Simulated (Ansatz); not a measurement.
# SiH₃O+ (SMILES [OH+]=[SiH2]): functionals against CCSD(T) at one geometry

An exercise on one series of results from a longer session: the logs are not shown, and one member is left open.

Program: Ansatz 0.2.0, Gaussian basis. Level of theory: single points in def2-TZVPP. These are calculated values, not measurements.

Correlated methods freeze the cores.

**Where the work starts**

SMILES `[OH+]=[SiH2]`, 5 atoms, charge 1, spin multiplicity 1.

Atoms are counted from 1 here; the program's logs count them from 0.

Bond lengths: O1–Si2 1.647 Å, O1–H3 0.787 Å, Si2–H4 1.512 Å, Si2–H5 1.511 Å. Angles: Si2–O1–H3 130.5°, O1–Si2–H4 105.9°, O1–Si2–H5 128.3°, H4–Si2–H5 124.2°.

Coordinates:

```csv
atom,x (Å),y (Å),z (Å)
O1,0.3657,-0.9336,0.5335
Si2,-0.2555,0.3272,-0.3248
H3,1.0709,-1.0247,0.8706
H4,-1.6625,-0.0805,-0.6999
H5,0.2822,1.7345,-0.4440
```

The first run:

run/in.yaml

```yaml
crystal:
  periodic: [false, false, false]
  atoms:
    - {symbol: O, position_ang: [0.365700, -0.933600, 0.533500]}
    - {symbol: Si, position_ang: [-0.255500, 0.327200, -0.324800]}
    - {symbol: H, position_ang: [1.070900, -1.024700, 0.870600]}
    - {symbol: H, position_ang: [-1.662500, -0.080500, -0.699900]}
    - {symbol: H, position_ang: [0.282200, 1.734500, -0.444000]}
basis:
  gaussian: {orbitals: def2-TZVPP}
total_charge: 1
correlation: {method: ccsd_t}
output: {forces: true}
```

No record of the launch command was kept for these runs.

Among the steps run: CCSD(T)/def2-TZVPP; PBE0-D4/def2-TZVPP; wB97M-V/def2-TZVPP; r2SCAN-D4/def2-TZVPP; PBE-D4/def2-TZVPP; LC-wPBE/def2-TZVPP; BLYP-D4/def2-TZVPP.

One table of the session follows, with a row left open; its other results are not shown here.

```
   method  RMS force component (eV/Å)  angle to CCSD(T) forces (°)
  CCSD(T)                       6.776                    reference
  PBE0-D4                           ?                            ?
  wB97M-V                       6.773                          0.5
r2SCAN-D4                       6.768                          0.5
   PBE-D4                       6.860                          1.8
  LC-wPBE                       6.851                          1.0
  BLYP-D4                       6.800                          1.9
```

**Question.** Estimate the row for PBE0-D4.

As computed: RMS force component (eV/Å): 6.793; angle to CCSD(T) forces (°): 0.8. In the column «RMS force component (eV/Å)» it lies between CCSD(T) (6.776) and BLYP-D4 (6.800).
